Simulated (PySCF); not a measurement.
# PO₂⁺: relaxation and vibrations of the triplet

Aim: relax PO₂⁺ as a triplet from a hand-made end-on geometry, check by its vibrations whether the end is a minimum, and collect its spectrum and constants.

The runs use PySCF 2.14.0; BP86, basis P def2-TZVP, O def2-TZVP, no relativity, density fitting.

**1. Where the work starts**

3 atoms, charge 1, spin multiplicity 3.

Bond lengths: P1–O2 1.792 Å, O2–O3 1.445 Å. Angles: P1–O2–O3 119.9°.

Coordinates in bohr (charge 1 multiplicity 3):
```
P     0.0000    0.0000    0.0000
O     0.0000    0.0000    3.3868
O     2.3674    0.0000    4.7474
```

**2. Finding the electronic state**

The steps below are one call of a driver around PySCF. For each, scf.py gives the equivalent set-up of the SCF; relaxations use the driver's own optimiser. The state is first sought with PBE. After this first run the driver tries any further starts and a stability analysis.

Contents of scf.py:

```python
from pyscf import gto, scf, dft
mol = gto.M(atom='''
P      0.000000     0.000000     0.000000
O      0.000000     0.000000     1.792200
O      1.252800     0.000000     2.512200''',
    basis={'P': 'def2-TZVP', 'O': 'def2-TZVP'},
    charge=1, spin=2)
mf = dft.UKS(mol, xc='PBE')
mf.grids.atom_grid = (50, 194)
aux = {'P': 'def2-universal-JKFIT', 'O': 'def2-universal-JKFIT'}
mf = mf.density_fit(auxbasis=aux)
mf.conv_tol = 1e-08
mf.diis_space = 10
mf.max_cycle = 60
mf.init_guess = 'minao'
mf.verbose = 4
mf.kernel()
```

Started as:

```bash
> OMP_NUM_THREADS=2 python axn.py task.json out
```

After this run come: Relaxation: end-on start, triplet; Hessian and properties.

Before running it: what results should come out? Wanted: minimum; geometry; wavenumbers; dipole moment; highest occupied, lowest empty level; polar-tensor charge of P1; zero-point energy; ⟨S²⟩.

The runs gave:

| quantity | value |
| --- | --- |
| minimum | triplet, Cs |
| geometry | O–O 1.320 Å, P–O 1.616 Å; O–O–P 129.4° |
| wavenumbers (cm⁻¹) | 349 (a'), 765 (a'), 859 (a') |
| dipole moment (centre of mass) | 2.68 D |
| highest occupied, lowest empty level (either spin) | -13.67, -13.55 eV |
| polar-tensor charge of P1 | +0.83 e |
| zero-point energy | 11.8 kJ/mol |
| entropy at 298.15 K | 267.4 J/(mol K) |
| ⟨S²⟩ | 2.007 |

In words: The end-on start keeps its Cs symmetry and ends in a minimum. The strongest infrared band lies at 859 cm⁻¹ (a'). Only this shape and spin were tried, so other structures or states may lie lower.
